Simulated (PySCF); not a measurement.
**Static response to an electric field**

Species: 1,3-difluoropropane, C3H6F2.
Structure used (GFN2-xTB), in Å, numbered top down from 1:
```
atom  x, y, z in Å
F1     1.6418    0.4877   -1.0884
C2     1.1838   -0.4392   -0.1821
C3     0.0416    0.1511    0.6347
C4    -1.2074    0.3478   -0.2150
F5    -1.7449   -0.8731   -0.5487
H6     0.8524   -1.3094   -0.7566
H7     2.0347   -0.7059    0.4519
H8    -0.1859   -0.5255    1.4590
H9     0.3466    1.1164    1.0402
H10   -1.9828    0.8923    0.3327
H11   -0.9745    0.8605   -1.1535
```

Level: PBE0/def2-SVPD (PySCF), static field, nuclei fixed, core orbitals frozen in the response. The polarisability tensor in these axes (au):

```
x   43.00 -1.06 -0.03
y   -1.06 38.82  0.02
z   -0.03  0.02 38.62
```

What are the eigenvalues, a third of the trace, and Δα (Δα² = ½Σ(αi − αj)² over the three pairs)?

Principal values 38.57, 38.62 and 43.25 au; mean 40.14 au = 5.95 Å³ = 6.62 × 10⁻⁴⁰ C²·m²/J; Δα = 4.66 au (12 % of the mean).

What is the dipole moment, and where does it point?

(0.11, 0.42, 1.78) D, 1.83 D in size, pointing from the negative to the positive side. Measured along this direction, the outermost atoms are H6 and H11 at the negative end and H9 and H8 at the positive end.

Traceless (Buckingham) quadrupole moment about the centre of nuclear charge: eigenvalues?

-8.54, 2.31, 6.23 D·Å. The values depend on the origin, since the dipole doesn't vanish. The electronic extent ⟨r²⟩ about the same centre is 473 bohr², a root-mean-square distance of 1.78 Å for the 42 electrons.

What depolarisation ratio follows for Rayleigh scattering of linearly polarised light, taking the static tensor?

ρ = 3Δα²/(45ᾱ² + 4Δα²) = 65.1/(72522 + 86.8) ≈ 0.000896.

Form Σ f/ω² (atomic units) for the 6 lowest TDDFT singlets, given as eV and f, and set it beside the mean polarisability, which is this sum over all singlets: 8.87, 0.0211; 8.90, 0.0003; 9.45, 0.0074; 9.55, 0.0065; 9.56, 0.0056; 9.58, 0.0384.

They add up to 0.67 au, 1.7 % of the 40.14 au; the largest single term is 0.31 au, from the state at 9.58 eV. Terms in order: 0.20, 0.00, 0.06, 0.05, 0.05, 0.31 au. Higher excitations give the rest. The strengths listed sum to 0.079.

How large is μ²/3kT at 250 K beside α?

In Gaussian units μ²/3kT = 32.37 Å³ against 5.95 Å³, a ratio of 5.44; the Debye molar polarisation (4π/3)N_A(α + μ²/3kT) is 96.7 cm³/mol, leaving out the vibrational part.

Geometry: GFN2-xTB, one conformer, isolated molecule.
